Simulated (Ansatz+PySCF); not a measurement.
Values are calculated unless marked as measured or tabulated.
Input for Ansatz (development build ahead of 0.2.0):

```yaml
crystal:
  periodic: [false, false, false]
  atoms:
    - { symbol: C, position_ang: [0.0, 0.0, 0.0] }
    - { symbol: H, position_ang: [1.09034, 0.0, 0.0] }
    - { symbol: H, position_ang: [-0.54517, 0.94427, 0.0] }
    - { symbol: H, position_ang: [-0.54517, -0.94427, 0.0] }
basis:
  gaussian: { orbitals: STO-3G }
magnetization:
  initial_magnetization: 1
hamiltonian:
  xc: hf
correlation:
  method: ccsd_t
  frozen_orbitals: { C: 1, H: 0 }
scf:
  omitted_lower_state_checks: [stability, starts, atomic_configurations, cluster_reference, orbital_swaps, given_window_search, neighbouring_geometries, increment]
```

The input is written out in the form of the current development build from the run's settings. Correlation on restricted open-shell orbitals is semicanonical, with singles.

Results

```yaml
Converged: yes
Reference_energy: -39.07166 hartree
CCSD_correlation_energy: -0.06333 hartree
Triples_correction: -0.00013 hartree
Total_energy: -39.13512 hartree
Spin_squared_of_the_determinant: 0.750
Largest_doubles_amplitude: 0.07
Occupied_orbitals_by_symmetry_in_an_Abelian_subgroup_alpha;_beta: 3 A1 1 B1 1 B2; 3 A1 1 B2
```
